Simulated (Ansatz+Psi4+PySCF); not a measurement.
The numbers below are computed, except where a source is named.
Input for Ansatz (development build ahead of 0.2.0):

```yaml
crystal:
  periodic: [false, false, false]
  atoms:
    - { symbol: C, position_ang: [-0.00998, -0.0263, -0.01042] }
    - { symbol: C, position_ang: [0.74704, 0.02863, 1.09344] }
    - { symbol: C, position_ang: [-0.76583, 0.0099, 1.10025] }
basis:
  gaussian: { orbitals: cc-pVTZ }
total_charge: 1
magnetization:
  spin_polarized: true
  initial_magnetization: 1
hamiltonian:
  xc: hf
correlation:
  method: mp2
  frozen_orbitals: { C: 1 }
scf:
  omitted_lower_state_checks: [stability, starts, atomic_configurations, cluster_reference, orbital_swaps, given_window_search, neighbouring_geometries, increment]
```

The input is written out in the form of the current development build from the run's settings.

The run gave:

```yaml
Converged: yes
Reference_energy: -113.00482 hartree
Correlation_energy: -0.33319 hartree
Total_energy: -113.33801 hartree
Spin_squared_of_the_determinant: 1.672
Occupied_orbitals_by_symmetry_in_an_Abelian_subgroup_alpha;_beta: 8 A' 1 A''; 7 A' 1 A''
```

Caution: large amplitudes, a single reference is doubtful; the unrestricted determinant is a mixture of spin states; MP2 on this radical cation hangs on the determinant chosen; another reference gives a lower total.
